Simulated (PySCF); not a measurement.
# Magnesium: a sound run and one with changed settings

Sound run: Mg [Ne] 3s2, Mg⁺ [Ne] 3s1. All numbers are calculated (PySCF 2.14, scalar relativity by spin-free X2C-1e, in x2c-TZVPall). The sound run starts from symmetry-adapted Hartree-Fock orbitals and uses a fine grid where one is needed.

Changed run: radial step 0.5 in ln r (0.13 in the sound run). This setting is unsound on purpose.

| species | method | sound run (hartree) | changed run (hartree) | converged |
| --- | --- | --- | --- | --- |
| Mg | UHF | -199.91293 | -199.91293 | yes |
| Mg | PBE | -200.25455 | -200.24441 | yes |
| Mg | PBE0 | -200.27092 | -200.26337 | yes |
| Mg⁺ | UHF | -199.66962 | -199.66962 | yes |
| Mg⁺ | PBE | -199.97363 | -199.96349 | yes |
| Mg⁺ | PBE0 | -199.99274 | -199.98535 | yes |

Ionisation energy of Mg:

```csv
method,sound run (eV),changed run (eV)
UHF,6.621,6.621
PBE,7.644,7.644
PBE0,7.570,7.565
```

A coarse radial grid mis-integrates the density and the exchange-correlation energy, with errors of either sign; Hartree-Fock needs no grid.

For comparison, NIST gives 7.646 eV between the lowest levels.
